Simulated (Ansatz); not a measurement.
nitrogen dioxide (NO2), SMILES N([O])=O, multiplicity 2.

Geometry optimised at ωB97X-D3(BJ)/def2-TZVP.

Two levels are set side by side: PBE/def2-TZVPD (Ansatz, a first-principles code) and PBE0/def2-TZVPD (Ansatz). Energy differences of separate SCF runs at the same geometry; the states with an electron removed or added have multiplicity 1 and 1. Differences are taken from unrounded values.

| quantity | PBE0 |
|---|---|
| vertical ionisation energy (eV) | 11.59 |
| vertical electron affinity (eV) | 1.14 |

Question: What does PBE give, and how far is it from PBE0? (Estimate from the structure and the level; the computed values follow.)

Answer: 
```json
[
 {"quantity": "vertical ionisation energy (eV)", "PBE": "11.08", "PBE minus PBE0": "-0.52"},
 {"quantity": "vertical electron affinity (eV)", "PBE": "1.03", "PBE minus PBE0": "-0.11"}
]
```
